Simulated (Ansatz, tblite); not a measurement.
# C2H7BO: chosen isomers compared

Aim: relax some chosen isomers of C2H7BO, and see how the levels of theory order them.

Method: relaxed with PBE-D4/def2-SVP, singlet; program: Ansatz 0.2.0, Gaussian basis.

2 further runs of the same task are left out: 2 set aside as unsound or not needed.

## (1) Where the work starts

11 atoms, charge 0, spin multiplicity 1.

Atoms are counted from 1 here; the program's logs count them from 0.

Bond lengths: B1–C2 1.589 Å, B1–C3 1.596 Å, B1–O4 1.339 Å, C2–H5 1.087 Å, C2–H6 1.086 Å, C2–H7 1.088 Å, C3–H8 1.089 Å, C3–H9 1.088 Å, C3–H10 1.087 Å, O4–H11 0.958 Å. Angles: C2–B1–C3 120.4°, C2–B1–O4 117.3°, C3–B1–O4 122.3°, B1–C2–H5 111.8°, B1–C2–H6 112.2°, B1–C2–H7 110.4°, H5–C2–H6 108.2°, H5–C2–H7 106.5°, H6–C2–H7 107.5°, B1–C3–H8 113.3°, B1–C3–H9 110.4°, B1–C3–H10 111.6°, H8–C3–H9 107.3°, H8–C3–H10 107.6°, H9–C3–H10 106.2°, B1–O4–H11 116.9°.

Coordinates:

```
atom    x (Å)    y (Å)    z (Å)
  B1  -0.1254  -0.3875   0.0396
  C2   1.4563  -0.3347  -0.1042
  C3  -0.9848   0.9570   0.0132
  O4  -0.6890  -1.5940   0.1803
  H5   1.7650   0.2888  -0.9396
  H6   1.8882  -1.3217  -0.2399
  H7   1.9042   0.0991   0.7874
  H8  -2.0342   0.8033   0.2610
  H9  -0.9495   1.4114  -0.9752
 H10  -0.5886   1.6980   0.7028
 H11  -1.6422  -1.6197   0.2747
```

The isomers as started, chosen beforehand: A: BMe2(OH); B: BH2(OEt). The structure above is A.

## (2) Relaxing candidate A

File in.yaml:

```yaml
crystal:
  periodic: [false, false, false]
  atoms:
    - {symbol: B, position_ang: [-0.125440, -0.387460, 0.039630]}
    - {symbol: C, position_ang: [1.456280, -0.334730, -0.104150]}
    - {symbol: C, position_ang: [-0.984830, 0.957000, 0.013150]}
    - {symbol: O, position_ang: [-0.688980, -1.594020, 0.180280]}
    - {symbol: H, position_ang: [1.765010, 0.288850, -0.939650]}
    - {symbol: H, position_ang: [1.888220, -1.321710, -0.239900]}
    - {symbol: H, position_ang: [1.904240, 0.099080, 0.787380]}
    - {symbol: H, position_ang: [-2.034220, 0.803290, 0.260980]}
    - {symbol: H, position_ang: [-0.949490, 1.411380, -0.975170]}
    - {symbol: H, position_ang: [-0.588610, 1.698030, 0.702780]}
    - {symbol: H, position_ang: [-1.642190, -1.619720, 0.274670]}
basis:
  gaussian: {orbitals: def2-SVP}
hamiltonian: {xc: pbe, dispersion: d4}
scf: {omitted_lower_state_checks: [starts]}
output: {orbitals: {seedname: orbitals}}
relax: {f_tol: 0.02, max_steps: 100}
```

Run with:

```bash
$ ansatz run in.yaml --threads 2 --pin off --events-out ev --progress --plain --max-ram 4352MiB
```

What it wrote, cut to the lines that bear on the results:

```text
Functional definition: PBE
  name "PBE"
  cite "Perdew, Burke & Ernzerhof, Phys. Rev. Lett. 77, 3865 (1996) doi:10.1103/PhysRevLett.77.3865"
  parent pbe
[...]
1019 factors; their error is unknown
[...]
mean field -4903.20461552 eV, -180.1894461090 hartree, gradient 1.4e-5 eV, S^2 0.000000; 0 other end points of the search recorded, 0 dependent functions left out
[...]
reference -4903.20464740 eV, -180.1894472806 hartree; 16, 16 occupied and 75, 75 virtual orbitals, 1019 factors
relax step   1: F+E_penalty+E_count = -4903.36080797 eV  Δ(F+E_penalty+E_count) = +0.000e0 eV  max|allowed force component| = 1.424e0 eV/Å  Δτ_max = 0.0000 Å  (25 SCF iters, accepted)
[...]
relax step   5: F+E_penalty+E_count = -4903.45467056 eV  Δ(F+E_penalty+E_count) = -7.014e-4 eV  max|allowed force component| = 2.796e-2 eV/Å  Δτ_max = 0.0079 Å  (29 SCF iters, accepted)
[...]
relax step   6: F+E_penalty+E_count = -4903.45472848 eV  Δ(F+E_penalty+E_count) = -5.792e-5 eV  max|allowed force component| = 1.325e-2 eV/Å  Δτ_max = 0.0268 Å  (27 SCF iters, accepted)
[...]
1019 factors; their error is unknown
mean field -4903.29879622 eV, -180.1929071857 hartree, gradient 1.6e-5 eV, S^2 0.000000; 0 other end points of the search recorded, 0 dependent functions left out
[...]
reference -4903.29882829 eV, -180.1929083642 hartree; 16, 16 occupied and 75, 75 virtual orbitals, 1019 factors
Total energy: -4903.45476055 eV, -180.1986387692 hartree
Atom 0 at    -0.115123    -0.383419     0.035547 Å, force    -0.006490     0.003658     0.013245 eV/Å
Atom 1 at     1.457282    -0.342751    -0.117419 Å, force     0.002741     0.003673    -0.000814 eV/Å
Atom 2 at    -0.994414     0.938151     0.015212 Å, force    -0.005741    -0.006450    -0.004535 eV/Å
Atom 3 at    -0.686302    -1.620570     0.195928 Å, force     0.000688    -0.003006    -0.008508 eV/Å
Atom 4 at     1.773813     0.312012    -0.956535 Å, force     0.000558    -0.001843    -0.001426 eV/Å
Atom 5 at     1.906362    -1.345829    -0.254860 Å, force     0.000584    -0.001308     0.001361 eV/Å
Atom 6 at     1.905481     0.107819     0.796205 Å, force    -0.000728    -0.002195    -0.000217 eV/Å
Atom 7 at    -2.073677     0.787179     0.230453 Å, force     0.006509     0.002244     0.001831 eV/Å
Atom 8 at    -0.916931     1.421937    -0.983112 Å, force    -0.001377     0.005438    -0.003406 eV/Å
Atom 9 at    -0.602846     1.686289     0.737180 Å, force     0.000245    -0.000896    -0.000339 eV/Å
Atom 10 at    -1.653655    -1.560829     0.301400 Å, force     0.003011     0.000684     0.002808 eV/Å
Dipole moment:    -0.256981     0.142744     0.021858 e Å
Checks for a lower state left out: starts
```

Run time: 8 s. Hardware: 2 threads of Arm Neoverse V2, shared host.

Relaxation path:

```csv
step,energy from step 1 (eV),largest force component (eV/Å)
1,0.0000,1.4237
2,-0.0769,0.7522
3,-0.0911,0.1776
4,-0.0932,0.1511
5,-0.0939,0.0280
6,-0.0939,0.0132
```

Distances of close pairs at the start and the end, largest changes first:

```csv
bond,before (Å),after (Å),change (Å)
B1–O4,1.339,1.372,+0.033
C2–H7,1.088,1.113,+0.025
C3–H10,1.087,1.111,+0.024
C3–H9,1.088,1.112,+0.024
C2–H5,1.087,1.110,+0.023
C2–H6,1.086,1.108,+0.022
C3–H8,1.089,1.111,+0.022
O4–H11,0.958,0.975,+0.017
```

## (3) Relaxing candidate B

File in.yaml:

```yaml
crystal:
  periodic: [false, false, false]
  atoms:
    - {symbol: B, position_ang: [0.896900, 1.425140, -0.951480]}
    - {symbol: C, position_ang: [-0.193750, 0.056680, 0.717520]}
    - {symbol: C, position_ang: [-0.699100, -1.283870, 0.195040]}
    - {symbol: O, position_ang: [-0.186370, 1.015150, -0.316460]}
    - {symbol: H, position_ang: [1.980190, 1.037980, -0.673950]}
    - {symbol: H, position_ang: [0.716970, 2.208590, -1.803920]}
    - {symbol: H, position_ang: [0.813470, -0.061360, 1.137580]}
    - {symbol: H, position_ang: [-0.863710, 0.431950, 1.499810]}
    - {symbol: H, position_ang: [-0.732350, -2.008520, 1.003870]}
    - {symbol: H, position_ang: [-1.696180, -1.170730, -0.222880]}
    - {symbol: H, position_ang: [-0.036080, -1.651000, -0.585120]}
basis:
  gaussian: {orbitals: def2-SVP}
hamiltonian: {xc: pbe, dispersion: d4}
scf: {omitted_lower_state_checks: [starts]}
output: {orbitals: {seedname: orbitals}}
relax: {f_tol: 0.02, max_steps: 100}
```

Same command.

What it wrote, cut to the lines that bear on the results:

```text
Functional definition: PBE
  name "PBE"
  cite "Perdew, Burke & Ernzerhof, Phys. Rev. Lett. 77, 3865 (1996) doi:10.1103/PhysRevLett.77.3865"
  parent pbe
[...]
1019 factors; their error is unknown
[...]
mean field -4901.85199961 eV, -180.1397383910 hartree, gradient 6.2e-5 eV, S^2 0.000000; 0 other end points of the search recorded, 0 dependent functions left out
[...]
reference -4901.85203428 eV, -180.1397396653 hartree; 16, 16 occupied and 75, 75 virtual orbitals, 1019 factors
relax step   1: F+E_penalty+E_count = -4902.00650249 eV  Δ(F+E_penalty+E_count) = +0.000e0 eV  max|allowed force component| = 1.104e0 eV/Å  Δτ_max = 0.0000 Å  (25 SCF iters, accepted)
[...]
relax step   3: F+E_penalty+E_count = -4902.11175011 eV  Δ(F+E_penalty+E_count) = -8.934e-3 eV  max|allowed force component| = 2.394e-1 eV/Å  Δτ_max = 0.0388 Å  (30 SCF iters, accepted)
[...]
Atom 2 at    -0.731609    -1.313014     0.214138 Å, force     0.000014     0.001713     0.000485 eV/Å
Atom 3 at    -0.208248     0.975490    -0.393675 Å, force    -0.001230    -0.002117     0.001121 eV/Å
Atom 4 at     2.013735     1.163571    -0.531673 Å, force    -0.002093     0.000278    -0.000450 eV/Å
Atom 5 at     0.748518     2.277315    -1.861125 Å, force     0.000111    -0.000255    -0.000247 eV/Å
Atom 6 at     0.866467    -0.081721     1.053000 Å, force    -0.000964    -0.000518     0.000216 eV/Å
Atom 7 at    -0.796432     0.440267     1.498222 Å, force    -0.000676    -0.000902     0.000979 eV/Å
Atom 8 at    -0.773792    -2.025365     1.062468 Å, force    -0.000451    -0.000759    -0.000163 eV/Å
Atom 9 at    -1.756115    -1.193650    -0.191252 Å, force    -0.000539    -0.000503     0.000146 eV/Å
Atom 10 at    -0.095636    -1.755996    -0.578759 Å, force     0.000221     0.000352     0.000545 eV/Å
Dipole moment:    -0.066706    -0.293855     0.279526 e Å
Checks for a lower state left out: starts
```

Run time: 13 s. Hardware: 2 threads of Arm Neoverse V2, shared host.

Relaxation path: (the energy doesn't fall at every step)

```
step  energy from step 1 (eV)  largest force component (eV/Å)
   1                   0.0000                          1.1036
   2                  -0.0963                          0.4421
   3                  -0.1052                          0.2394
   4                  -0.1104                          0.0698
   5                  -0.1086                          0.1195
   6                  -0.1116                          0.0345
   7                  -0.1122                          0.0402
   8                  -0.1125                          0.0330
   9                  -0.1126                          0.0470
  10                  -0.1126                          0.0031
```

Distances of close pairs at the start and the end, largest changes first:

| bond | before (Å) | after (Å) | change (Å) |
| --- | --- | --- | --- |
| B1–H6 | 1.172 | 1.217 | +0.045 |
| B1–H5 | 1.183 | 1.225 | +0.041 |
| B1–O4 | 1.321 | 1.349 | +0.028 |
| C2–O4 | 1.410 | 1.432 | +0.023 |
| C3–H9 | 1.086 | 1.109 | +0.022 |
| C3–H10 | 1.087 | 1.108 | +0.021 |
| C3–H11 | 1.088 | 1.109 | +0.021 |
| C2–H7 | 1.098 | 1.113 | +0.016 |

## (4) The relaxed candidates

| candidate | point group | bonds (count, mean Å) | energy above the lowest (eV) |
| --- | --- | --- | --- |
| A | C1 | B–C 2, 1.58; B–O 1, 1.37; C–H 6, 1.11; H–O 1, 0.97 | 0.000 |
| B | C1 | C–C 1, 1.52; B–O 1, 1.35; C–O 1, 1.43; C–H 5, 1.11; B–H 2, 1.22 | 1.336 |

## (5) Candidate B, first pass, PBE0-D4/def2-SVP

start.molden holds the orbitals of an earlier run on this state, given as this run's starting guess.

File in.yaml:

```yaml
crystal:
  periodic: [false, false, false]
  atoms:
    - {symbol: B, position_ang: [0.908938, 1.489538, -0.947585]}
    - {symbol: C, position_ang: [-0.175837, 0.023575, 0.676252]}
    - {symbol: C, position_ang: [-0.731609, -1.313014, 0.214138]}
    - {symbol: O, position_ang: [-0.208248, 0.975490, -0.393675]}
    - {symbol: H, position_ang: [2.013735, 1.163571, -0.531673]}
    - {symbol: H, position_ang: [0.748518, 2.277315, -1.861125]}
    - {symbol: H, position_ang: [0.866467, -0.081721, 1.053000]}
    - {symbol: H, position_ang: [-0.796432, 0.440267, 1.498222]}
    - {symbol: H, position_ang: [-0.773792, -2.025365, 1.062468]}
    - {symbol: H, position_ang: [-1.756115, -1.193650, -0.191252]}
    - {symbol: H, position_ang: [-0.095636, -1.755996, -0.578759]}
basis:
  gaussian: {orbitals: def2-SVP, initial_orbitals: start.molden}
hamiltonian: {xc: pbe0, dispersion: d4}
output: {orbitals: {seedname: orbitals}}
```

Launched as before.

What it wrote:

```text
Functional definition: PBE0
  name "PBE0"
  cite "Adamo & Barone, J. Chem. Phys. 110, 6158 (1999) doi:10.1063/1.478522"
  cite "Perdew, Burke & Ernzerhof, Phys. Rev. Lett. 77, 3865 (1996) doi:10.1103/PhysRevLett.77.3865"
  parent pbe
  parameter a = 0.25
  parameter kappa = 0.804
  parameter beta = 0.06672455060314922
  exchange = (1 - a)*pbe_x(kappa = kappa, mu = beta*pi^2/3) + a*exact_x
  correlation = pbe_c(beta = beta)
1019 factors; their error is unknown
mean field evaluation 1: about -4902.6258 eV, gradient 5.5e0 eV
mean field evaluation 2: about -4902.6885 eV, gradient 8.8e-2 eV
mean field evaluation 4: about -4902.6784 eV, gradient 2.2e-4 eV
mean field evaluation 8: about -4898.2134 eV, gradient 4.4e1 eV
mean field evaluation 16: about -4902.6783 eV, gradient 2.0e-1 eV
mean field -4902.67842635 eV, -180.1701090135 hartree, gradient 1.0e-5 eV, S^2 0.000000; 1 other end points of the search recorded, 0 dependent functions left out
reference -4902.67845359 eV, -180.1701100148 hartree; 16, 16 occupied and 75, 75 virtual orbitals, 1019 factors
Total energy: -4902.80559258 eV, -180.1747822865 hartree
```

Wall time 1.4 s (2 threads of Arm Neoverse V2, shared host).

Report: HOMO -8.42 eV, LUMO -0.13 eV.

## (6) Candidate B, GFN1-xTB

Tight binding, by tblite at 300 K electronic temperature and without a spin-polarisation term:

```python
tblite.interface.Calculator('GFN1-xTB', numbers, positions, charge=0, uhf=0).singlepoint()
```

Energy -384.1454 eV, HOMO -11.90 eV, LUMO -6.00 eV; 0.005 s.

## (7) Candidate B, GFN2-xTB

Tight binding, by tblite at 300 K electronic temperature and without a spin-polarisation term:

```python
tblite.interface.Calculator('GFN2-xTB', numbers, positions, charge=0, uhf=0).singlepoint()
```

Energy -358.7961 eV, HOMO -11.19 eV, LUMO -5.51 eV; 0.002 s.

## (8) Candidate B, PBE0-D4/def2-TZVP

in.yaml: that of step 5 with these lines changed.

```diff
@@ -15,4 +15,5 @@
 basis:
-  gaussian: {orbitals: def2-SVP, initial_orbitals: start.molden}
+  gaussian: {orbitals: def2-TZVP, initial_orbitals: start.molden}
 hamiltonian: {xc: pbe0, dispersion: d4}
+scf: {omitted_lower_state_checks: [starts]}
 output: {orbitals: {seedname: orbitals}}
```

Same command.

What it wrote:

```text
Functional definition: PBE0
  name "PBE0"
  cite "Adamo & Barone, J. Chem. Phys. 110, 6158 (1999) doi:10.1063/1.478522"
  cite "Perdew, Burke & Ernzerhof, Phys. Rev. Lett. 77, 3865 (1996) doi:10.1103/PhysRevLett.77.3865"
  parent pbe
  parameter a = 0.25
  parameter kappa = 0.804
  parameter beta = 0.06672455060314922
  exchange = (1 - a)*pbe_x(kappa = kappa, mu = beta*pi^2/3) + a*exact_x
  correlation = pbe_c(beta = beta)
these checks for a lower state are left out or cut short: starts
988 factors; their error is unknown
mean field evaluation 1: about -4905.7567 eV, gradient 1.2e2 eV
mean field evaluation 2: about -4908.1171 eV, gradient 2.4e0 eV
mean field evaluation 4: about -4908.1182 eV, gradient 4.4e-1 eV
mean field evaluation 8: about -4908.1185 eV, gradient 1.1e-5 eV
mean field -4908.11848567 eV, -180.3700275063 hartree, gradient 1.1e-5 eV, S^2 0.000000; 0 other end points of the search recorded, 0 dependent functions left out
reference -4908.11851902 eV, -180.3700287317 hartree; 16, 16 occupied and 150, 150 virtual orbitals, 988 factors
Total energy: -4908.24565801 eV, -180.3747010035 hartree
Checks for a lower state left out: starts
```

It took 1.9 s on 2 threads of Arm Neoverse V2, shared host.

From the report: HOMO -8.51 eV, LUMO -0.35 eV.

## (9) Candidate B, PBE-D4/def2-TZVP

in.yaml: that of step 8 with these lines changed.

```diff
@@ -16,4 +16,4 @@
   gaussian: {orbitals: def2-TZVP, initial_orbitals: start.molden}
-hamiltonian: {xc: pbe0, dispersion: d4}
+hamiltonian: {xc: pbe, dispersion: d4}
 scf: {omitted_lower_state_checks: [starts]}
-output: {orbitals: {seedname: orbitals}}
+output: {forces: true, orbitals: {seedname: orbitals}}
```

Same command.

What it wrote, cut to the lines that bear on the results:

```text
Functional definition: PBE
  name "PBE"
  cite "Perdew, Burke & Ernzerhof, Phys. Rev. Lett. 77, 3865 (1996) doi:10.1103/PhysRevLett.77.3865"
  parent pbe
[...]
988 factors; their error is unknown
[...]
mean field -4907.50166154 eV, -180.3473596374 hartree, gradient 1.4e-5 eV, S^2 0.000000; 0 other end points of the search recorded, 0 dependent functions left out
[...]
reference -4907.50170715 eV, -180.3473613136 hartree; 16, 16 occupied and 150, 150 virtual orbitals, 988 factors
Total energy: -4907.65438040 eV, -180.3529719520 hartree
Atom 0 at     0.908938     1.489538    -0.947585 Å, force     0.229883     0.098151    -0.099256 eV/Å
Atom 1 at    -0.175837     0.023575     0.676252 Å, force     0.126271    -0.104084     0.454685 eV/Å
Atom 2 at    -0.731609    -1.313014     0.214138 Å, force    -0.092683    -0.186861    -0.116820 eV/Å
Atom 3 at    -0.208248     0.975490    -0.393675 Å, force    -0.058721     0.098460    -0.139871 eV/Å
Atom 4 at     2.013735     1.163571    -0.531673 Å, force    -0.273596     0.074476    -0.096483 eV/Å
Atom 5 at     0.748518     2.277315    -1.861125 Å, force     0.048289    -0.197071     0.228710 eV/Å
Atom 6 at     0.866467    -0.081721     1.053000 Å, force    -0.257186     0.025604    -0.118340 eV/Å
Atom 7 at    -0.796432     0.440267     1.498222 Å, force     0.151491    -0.096386    -0.232403 eV/Å
Atom 8 at    -0.773792    -2.025365     1.062468 Å, force     0.017076     0.191618    -0.204627 eV/Å
Atom 9 at    -1.756115    -1.193650    -0.191252 Å, force     0.265536    -0.026796     0.114892 eV/Å
Atom 10 at    -0.095636    -1.755996    -0.578759 Å, force    -0.156359     0.122892     0.209513 eV/Å
Dipole moment:    -0.047780    -0.276404     0.262623 e Å
Checks for a lower state left out: starts
```

Wall time 1.9 s (2 threads of Arm Neoverse V2, shared host).

From the report: HOMO -7.03 eV, LUMO -1.35 eV.

## (10) Candidate B, r2SCAN-D4/def2-TZVP

in.yaml: that of step 9 with these lines changed.

```diff
@@ -16,4 +16,4 @@
   gaussian: {orbitals: def2-TZVP, initial_orbitals: start.molden}
-hamiltonian: {xc: pbe, dispersion: d4}
+hamiltonian: {xc: r2scan, dispersion: d4}
 scf: {omitted_lower_state_checks: [starts]}
-output: {forces: true, orbitals: {seedname: orbitals}}
+output: {orbitals: {seedname: orbitals}}
```

Same command.

What it wrote:

```text
Functional definition: r2SCAN
  name "r2SCAN"
  cite "Furness, Kaplan, Ning, Perdew & Sun, J. Phys. Chem. Lett. 11, 8208 (2020) doi:10.1021/acs.jpclett.0c02405"
  cite "Furness, Kaplan, Ning, Perdew & Sun, J. Phys. Chem. Lett. 11, 9248 (2020) doi:10.1021/acs.jpclett.0c03077"
  parent r2scan
  parameter k0 = 0.174
  parameter k1 = 0.065
  parameter a1 = 4.9479
  exchange = r2scan_x(k0 = k0, k1 = k1, a1 = a1)
  correlation = r2scan_c
these checks for a lower state are left out or cut short: starts
988 factors; their error is unknown
mean field evaluation 1: about -4911.1249 eV, gradient 4.4e0 eV
mean field evaluation 2: about -4911.1535 eV, gradient 2.7e-2 eV
mean field evaluation 4: about -4911.1248 eV, gradient 2.7e-4 eV
mean field -4911.12481731 eV, -180.4805081560 hartree, gradient 1.5e-5 eV, S^2 0.000000; 0 other end points of the search recorded, 0 dependent functions left out
reference -4911.12483076 eV, -180.4805086506 hartree; 16, 16 occupied and 150, 150 virtual orbitals, 988 factors
Total energy: -4911.16373533 eV, -180.4819383671 hartree
Checks for a lower state left out: starts
```

Wall time 2.8 s (2 threads of Arm Neoverse V2, shared host).

Report: HOMO -7.35 eV, LUMO -0.94 eV.

## (11) Candidate B, ωB97M-V/def2-TZVP

in.yaml: that of step 10 with these lines changed.

```diff
@@ -16,3 +16,3 @@
   gaussian: {orbitals: def2-TZVP, initial_orbitals: start.molden}
-hamiltonian: {xc: r2scan, dispersion: d4}
+hamiltonian: {xc: {name: wB97M-V}}
 scf: {omitted_lower_state_checks: [starts]}
```

Same command.

What it wrote, cut to the lines that bear on the results:

```text
Functional definition: wB97M-V
  name "wB97M-V"
  cite "Mardirossian & Head-Gordon, J. Chem. Phys. 144, 214110 (2016) doi:10.1063/1.4952647"
  cite "Becke, J. Chem. Phys. 107, 8554 (1997) doi:10.1063/1.475007"
  cite "Vydrov & Van Voorhis, J. Chem. Phys. 133, 244103 (2010) doi:10.1063/1.3521275"
  # Of w^i u^j: cxij and so on, Table III.
[...]
  gx(w, u) = 1 - cx + cx01*u + cx10*w
  gss(w, u) = css00 + css04*u^4 + css10*w + css20*w^2 + css43*w^4*u^3
  gos(w, u) = cos00 + cos10*w + (cos20 + cos21*u)*w^2 + (cos60 + cos61*u)*w^6
[...]
      + integral(e_c_pw_mod_opposite_spin*gos(b97_w_opposite, b97_u_opposite)) + vv10(b, c)
[...]
988 factors; their error is unknown
298 factors; integrals over basis functions are off by at most 1.6e-5 eV
[...]
mean field -4911.62376470 eV, -180.4988441345 hartree, gradient 1.0e-5 eV, S^2 0.000000; 0 other end points of the search recorded, 0 dependent functions left out
reference -4911.62381797 eV, -180.4988460922 hartree; 16, 16 occupied and 150, 150 virtual orbitals, 988 factors
Total energy: -4911.62381797 eV, -180.4988460922 hartree
Checks for a lower state left out: starts
```

Wall time 6.5 s (2 threads of Arm Neoverse V2, shared host).

From the report: HOMO -10.87 eV, LUMO 1.47 eV.

## (12) Candidate B, HSE06-D4/def2-TZVP

in.yaml: that of step 11 with these lines changed.

```diff
@@ -16,3 +16,3 @@
   gaussian: {orbitals: def2-TZVP, initial_orbitals: start.molden}
-hamiltonian: {xc: {name: wB97M-V}}
+hamiltonian: {xc: hse06, dispersion: d4}
 scf: {omitted_lower_state_checks: [starts]}
```

Launched as before.

What it wrote, cut to the lines that bear on the results:

```text
Functional definition: HSE06
  name "HSE06"
  cite "Heyd, Scuseria & Ernzerhof, J. Chem. Phys. 118, 8207 (2003) doi:10.1063/1.1564060"
  cite "Krukau, Vydrov, Izmaylov & Scuseria, J. Chem. Phys. 125, 224106 (2006) doi:10.1063/1.2404663"
  cite "Heyd & Scuseria, J. Chem. Phys. 120, 7274 (2004) doi:10.1063/1.1668634"
  cite "Ernzerhof & Perdew, J. Chem. Phys. 109, 3313 (1998) doi:10.1063/1.476928"
  cite "Perdew, Burke & Ernzerhof, Phys. Rev. Lett. 77, 3865 (1996) doi:10.1103/PhysRevLett.77.3865"
  parent pbe
[...]
  # The whole range is PBE's own exchange, as in plane waves. The composition of these papers is wPBEh.
[...]
988 factors; their error is unknown
85 factors; integrals over basis functions are off by at most 4.3e-7 eV
[...]
mean field -4907.83212629 eV, -180.3595039930 hartree, gradient 9.1e-6 eV, S^2 0.000000; 0 other end points of the search recorded, 0 dependent functions left out
reference -4907.83217073 eV, -180.3595056262 hartree; 16, 16 occupied and 150, 150 virtual orbitals, 988 factors
Total energy: -4907.94894884 eV, -180.3637971426 hartree
Checks for a lower state left out: starts
```

It took 2.1 s on 2 threads of Arm Neoverse V2, shared host.

Report: HOMO -8.10 eV, LUMO -0.73 eV.

[end of part 1 of 2]
